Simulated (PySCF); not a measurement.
C4H6Cl2.
SMILES with atom numbers: `[CH3:1]/[CH:2]=[CH:3]/[CH:4]([Cl:5])[Cl:6]` (hydrogens: H7, H8, H9 on C1; H10 on C2; H11 on C3; H12 on C4)

Torsions of this conformer, `[CH3:1]/[CH:2]=[CH:3]/[CH:4]([Cl:5])[Cl:6]`: C2–C3–C4–Cl5 -120°.

The closed-shell ground state was solved at several levels (PySCF, density fitting, gas phase, non-relativistic). One conformer (not necessarily the lowest) at the PBE0-D3(BJ)/def2-SVP geometry, without solvent, vibrations or thermal averaging.

| level | basis functions | total energy (Eh) | HOMO (eV) | LUMO (eV) | gap (eV) | dipole (D) |
| --- | --- | --- | --- | --- | --- | --- |
| PBE0/pcSseg-1 | 146 | -1075.8636 | -7.76 | -0.58 | 7.18 | 2.97 |
| HF/pcSseg-2 | 314 | -1074.0259 | -10.18 | 2.53 | 12.71 | 3.04 |

Task: Estimate the row for CAM-B3LYP/def2-SVPD, a basis of 182 functions; the other rows only guide the guess.

Result: Total energy -1075.9664 Eh, HOMO -9.07 eV, LUMO 0.45 eV, gap 9.52 eV, dipole 2.89 D.

Task: Over all these levels, which gives the widest orbital gap and which the narrowest?

Result: HF/pcSseg-2 (Hartree–Fock, all exact exchange) has the widest, 12.71 eV, and PBE0/pcSseg-1 (global hybrid, 25 % exact exchange) the narrowest, 7.18 eV. Functional and basis both differ between the two, so the spread mixes both effects. The HOMO need not be the same orbital at Hartree–Fock and at DFT levels.

Task: How far do the dipole and the HOMO energy spread over the levels?

Result: The dipole runs from 2.89 to 3.04 D (mean 2.97 D) and the HOMO from -10.18 to -7.76 eV.
